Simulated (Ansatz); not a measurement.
# CF₂+ (doublet): the correlation ladder, def2-QZVPP

An exercise on one series of results from a longer session: the logs are not shown, and one member is left open.

Method: def2-QZVPP, core rule «outside noble gas», up to 3 orbitals frozen; program: Ansatz 0.2.0, Gaussian basis.

To be run: UHF; ROHF; CCSD(T) on UHF.

2 further runs of the same task are left out: 2 set aside as unsound or not needed.

**What is computed**

The geometry is a PBE0/def2-TZVP stationary point (not a proven minimum) of the parent state, kept for this charge and spin.

3 atoms, charge 1, spin multiplicity 2.

Atoms are counted from 1 here; the program's logs count them from 0.

Bond lengths: C1–F2 1.296 Å, C1–F3 1.296 Å. Angles: F2–C1–F3 104.7°.

As a file:

```csv
atom,x (Å),y (Å),z (Å)
C1,0.00000,-0.60124,0.00000
F2,0.00000,0.19005,-1.02641
F3,0.00000,0.19005,1.02641
```

Set-up of the first run:

Contents of in.yaml:

```yaml
crystal:
  periodic: [false, false, false]
  atoms:
    - {symbol: C, position_ang: [0.000000, -0.601241, 0.000000]}
    - {symbol: F, position_ang: [0.000000, 0.190051, -1.026410]}
    - {symbol: F, position_ang: [0.000000, 0.190051, 1.026410]}
basis:
  gaussian: {orbitals: "def2-QZVPP.json"}
total_charge: 1
magnetization: {spin_polarized: true, initial_magnetization: 1}
hamiltonian: {xc: hf}
output: {orbitals: {seedname: orbitals}}
```

Started as:

```
$ ansatz run in.yaml --threads 1 --pin off --events-out ev --progress --plain --max-ram 2393MiB
```

Among the steps run: UHF; ROHF; CCSD(T) on UHF.

One table of the session follows, with a row left open; its other results are not shown here.

```
  method  from UCCSD(T) (kJ/mol)
    ROHF                 +1806.4
     UHF                 +1798.6
    UMP2                       ?
   UCCSD                   +72.3
UCCSD(T)                       0
```

Estimate the missing values for UMP2.

**Answer.** from UCCSD(T) (kJ/mol): +67.4. In the column «from UCCSD(T) (kJ/mol)» it lies between UCCSD(T) (0) and UCCSD (+72.3).
